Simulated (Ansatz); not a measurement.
**Rock-salt EuO: cohesive energy by level of theory**

No measured value is used here.

```tsv
level (code)	value (eV/atom)	cell (Å³/atom)
LDA (Ansatz)	6.35	14.76
BLYP (Ansatz)	4.94	17.02
PBE (Ansatz)	5.32	16.22
PBEsol (Ansatz)	5.76	15.30
revPBE (Ansatz)	4.93	16.73
RPBE (Ansatz)	4.87	16.91
PBE-D3(BJ) (Ansatz)	5.60	15.75
PBE-D4 (Ansatz)	5.57	15.80
PBEsol-D3(BJ) (Ansatz)	6.08	14.87
rVV10 (Ansatz)	5.62	16.25
HSE06 (Ansatz)	4.94	16.82
PBE0 (Ansatz)	4.95	16.83
```

Free atoms are spin-polarised, in the lowest state found; at levels without +SOC their spin–orbit coupling is left out. Spin-polarised runs: LDA (parallel moments), BLYP (parallel moments), PBE (parallel moments), PBEsol (parallel moments), revPBE (parallel moments), RPBE (parallel moments), PBE-D3(BJ) (parallel moments), PBE-D4 (parallel moments), PBEsol-D3(BJ) (parallel moments), rVV10 (parallel moments), HSE06 (parallel moments), PBE0 (parallel moments). Density-functional levels without +SOC have no spin–orbit coupling, which shifts binding energies of heavy elements. LDA, BLYP, PBE, PBEsol, revPBE, RPBE, PBE-D3(BJ), PBE-D4, PBEsol-D3(BJ), rVV10, HSE06, PBE0: the free atom's electronic state is in doubt. LDA, BLYP, PBE, PBEsol, revPBE, RPBE, PBE-D3(BJ), PBE-D4, PBEsol-D3(BJ), rVV10: the 4f shell is treated without U or exact exchange, so its levels and filling can be wrong. HSE06, PBE0: the state of the 4f shell is in doubt. Each level is taken at its own relaxed cell. Cutoffs and k meshes differ between the levels. Ansatz's density-functional and Hartree–Fock values are scalar-relativistic unless marked +SOC, with PAW data made under PBE.

Ansatz is a first-principles code.
